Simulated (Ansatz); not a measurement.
**UHF/cc-pVTZ run of S2 (sulfur dimer)**

What is the vertical ionisation energy of S2 (sulfur dimer) at UHF/cc-pVTZ? 

The calculation is run with Ansatz 0.2.0.

18 further runs of the same task are left out: 1 that didn't finish, 17 set aside as unsound or not needed.

**1. The system as given**

The species is S2 (2 atoms), meant as a triplet with charge 0. As SMILES, `S=S`. Geometry: the measured bond length.

Bond lengths: S1–S2 1.889 Å.

**2. The energy at UHF/cc-pVTZ**

The input, input.yaml:

```yaml
basis:
  gaussian:
    orbitals: cc-pVTZ
crystal:
  periodic: [false, false, false]
  atoms:
    - {symbol: S, position_ang: [0.000000, 0.000000, 0.000000]}
    - {symbol: S, position_ang: [0.000000, 0.000000, 1.889200]}
magnetization:
  spin_polarized: true
  initial_magnetization: 2
hamiltonian:
  xc: hf
accuracy: high
output: {orbitals: {seedname: orbitals}}
```

Run with:

```console
$ ansatz run input.yaml --threads 1 --pin off --max-ram 3480MiB --events-out events.jsonl --progress --plain --runs-dir runs
```

Standard output:

```text
Warning: RAYON_NUM_THREADS=1 ignored (pool sized by the plan → 1); use --threads N
Functional definition: HF
  name "HF"
  exchange = exact_x
  correlation = 0
939 factors; integrals over basis functions are off by at most 3.5e-9 eV
mean field evaluation 1: about -21634.9019 eV, gradient 6.9e0 eV
mean field evaluation 2: about -21635.1048 eV, gradient 7.3e0 eV
mean field evaluation 4: about -21635.6490 eV, gradient 1.4e0 eV
mean field evaluation 8: about -21635.6824 eV, gradient 7.9e-5 eV
mean field evaluation 16: about -21635.6824 eV, gradient 1.2e-8 eV
mean field evaluation 32: about -21625.7188 eV, gradient 1.3e1 eV
mean field -21635.68240703 eV, -795.0966632661 hartree, gradient 2.1e-8 eV, S^2 2.052162; 0 other end points of the search recorded, 0 dependent functions left out
reference -21635.68240703 eV, -795.0966632661 hartree; 17, 15 occupied and 51, 53 virtual orbitals, 939 factors
Total energy: -21635.68240703 eV, -795.0966632661 hartree
```

Run time: 1.4 s. Hardware: 1 thread of Intel Xeon Platinum 8488C (Sapphire Rapids), shared host; peak memory 0.15 GiB.

**3. The doublet cation**

The input, run.yaml:

```yaml
basis:
  gaussian: {orbitals: cc-pVTZ}
crystal:
  periodic: [false, false, false]
  atoms:
    - {symbol: S, position_ang: [0.000000, 0.000000, 0.000000]}
    - {symbol: S, position_ang: [0.000000, 0.000000, 1.889200]}
total_charge: 1
magnetization: {spin_polarized: true, initial_magnetization: 1}
hamiltonian: {xc: hf}
accuracy: high
output: {orbitals: {seedname: orbitals}}
```

Run with:

```console
$ ansatz run run.yaml --threads 1 --pin off --max-ram 3480MiB --events-out events.jsonl --progress --plain --runs-dir runs
```

Standard output:

```text
Warning: RAYON_NUM_THREADS=1 ignored (pool sized by the plan → 1); use --threads N
Functional definition: HF
  name "HF"
  exchange = exact_x
  correlation = 0
939 factors; integrals over basis functions are off by at most 3.5e-9 eV
mean field evaluation 1: about -21625.4934 eV, gradient 6.7e0 eV
mean field evaluation 2: about -21625.7486 eV, gradient 6.8e0 eV
mean field evaluation 4: about -21626.1575 eV, gradient 8.3e-1 eV
mean field evaluation 8: about -21626.1696 eV, gradient 6.4e-3 eV
mean field evaluation 16: about -21626.1696 eV, gradient 5.9e-5 eV
mean field evaluation 32: about -21626.1696 eV, gradient 3.1e-8 eV
mean field evaluation 64: about -21626.5908 eV, gradient 3.2e-1 eV
mean field evaluation 96: about -21626.1532 eV, gradient 5.5e-1 eV
mean field -21626.59839260 eV, -794.7628318930 hartree, gradient 2.9e-8 eV, S^2 1.370496; 5 other end points of the search recorded, 0 dependent functions left out
reference -21626.59839260 eV, -794.7628318930 hartree; 16, 15 occupied and 52, 53 virtual orbitals, 939 factors
Total energy: -21626.59839260 eV, -794.7628318930 hartree
```

It took 2.8 s on 1 thread of Intel Xeon Platinum 8488C (Sapphire Rapids), shared host; peak memory 0.14 GiB.

**4. What came out**

At UHF/cc-pVTZ:

| quantity | value |
| --- | --- |
| triplet S2: total energy | -795.09666 Eh |
| triplet S2: HOMO energy (highest over α and β) | -10.33 eV |
| triplet S2: LUMO energy (lowest over α and β) | 0.33 eV |
| triplet S2: ⟨S²⟩ | 2.052 |
| doublet cation: total energy | -794.76283 Eh |
| doublet cation: HOMO energy (highest over α and β) | -17.83 eV |
| doublet cation: LUMO energy (lowest over α and β) | -7.45 eV |
| doublet cation: ⟨S²⟩ | 1.370 |
| vertical ionisation energy (to the doublet cation) | 9.084 eV |

In words: The vertical ionisation energy comes to 9.08 eV (876 kJ/mol). ⟨S²⟩ (doublet cation) is 1.37 where a pure doublet has 0.75: the reference is spin-contaminated.
